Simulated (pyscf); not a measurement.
`[SiH3][Si]([SiH3])[SiH3]` [doublet] + `[SiH3][SiH3]` → `[SiH3][Si]([SiH3])([SiH3])[SiH3]` + `[SiH3]` [doublet] (substitution at Si; doublet surface; Si–Si broken, Si–Si formed). Structures and frequencies: ωB97X-D3(BJ)/def2-SVP in PySCF. Rate constants from transition-state theory, ωB97M-D3(BJ)/def2-TZVP energies (ideal gas, 1 atm, RRHO with modes under 100 cm⁻¹ raised to 100, one conformer, R ln 2 for chiral ones without a mode under 150 cm⁻¹; no tunnelling), k in cm³ molecule⁻¹ s⁻¹.

```
T (K)  1000/T  log10 k
-----  ------  -------
298     3.354   -22.13
600     1.667   -17.56
900     1.111        ?
1200    0.833   -14.80
```

Fit an Arrhenius line to the three values, give the activation energy, and predict k at 900 K.

Least squares gives log10 k = -12.55 − 2.88 × 1000/T, so Ea = 2.88 × ln 10 × 1.987 = 13.2 kcal/mol, against an electronic barrier of 11.0. At 900 K the line gives -15.75; the computed value is -15.80 (ΔG‡ = 41.9 kcal/mol), close to the line. One saddle was located; it need not be the lowest between these sides. The angle at the attacked Si is 180°.
